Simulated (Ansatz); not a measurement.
Zinc-blende HgSe: LDA at its full settings (plane-wave cutoff 520 eV, 10×10×10 k mesh, Fermi–Dirac smearing 0.01 eV, scalar-relativistic PAW data made under PBE) and at cheaper ones, in a cell of 2 atoms with Γ-centred meshes.

```csv
level and setting,equilibrium lattice constant a (Å),bulk modulus (GPa)
LDA (Ansatz),6.063,57.9
LDA (2×2×2 k mesh) (Ansatz),6.238,42.3
LDA (4×4×4 k mesh) (Ansatz),6.077,56.7
```

Largest shifts from the full settings: lattice constant a +2.89 % (LDA (2×2×2 k mesh)), against a difference of -0.36 % of the full result from the reference 6.085 Å (measured, 293 K, no zero-point or thermal correction; as tabulated in Cardona et al. (2009), arXiv:0908.2634); bulk modulus -27 % (LDA (2×2×2 k mesh)), against a difference of +15.8 % of the full result from the reference 50 GPa (measured, temperature not stated, no zero-point or thermal correction, sources range from 48.5 to 51.6; as tabulated in Toher et al. (2017), arXiv:1611.05714).

Ansatz's density-functional and Hartree–Fock values are scalar-relativistic unless marked +SOC, with PAW data made under PBE.

Run with cheap settings on purpose, which may leave them unconverged: LDA (2×2×2 k mesh), LDA (4×4×4 k mesh).

Ansatz is a program for electronic structure.
